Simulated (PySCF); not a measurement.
Working out the electron affinity of S

S- [Ne] 3s2 3p5 (2P) → S [Ne] 3s2 3p4 (3P). Calculation: PySCF 2.14, in aug-cc-pVTZ-DK; the spin-free X2C one-electron Hamiltonian (Gaussian nucleus). Frozen: [Ne]. Energies in hartree (1 hartree = 27.21139 eV):

| part | S- (lower) | S (upper) |
| --- | --- | --- |
| UHF | -398.622955 | -398.590772 |
| MP2 opposite-spin | -0.120475 | -0.091027 |
| MP2 same-spin | -0.036511 | -0.027480 |

Problem. What does Hartree-Fock give?

Solution. (-398.590772) − (-398.622955) = 0.032183 hartree = 0.876 eV.

Problem. What do MP2 and SCS-MP2 (6/5 opposite-spin, 1/3 same-spin) give?

Solution. The opposite-spin parts differ by 0.801 eV and the same-spin parts by 0.246 eV. MP2: 0.876 + (0.801) + (0.246) = 1.923 eV. SCS-MP2: 0.876 + 1.2 × (0.801) + (0.246)/3 = 1.919 eV.

A first-order spin-orbit estimate adds -0.003 eV to MP2 (valence), giving 1.920 eV against 2.077 eV (measured; photodetachment measurements, as compiled on the Wikipedia data page of electron affinities).

What remains against the reference includes basis incompleteness, the frozen core and correlation beyond second order.
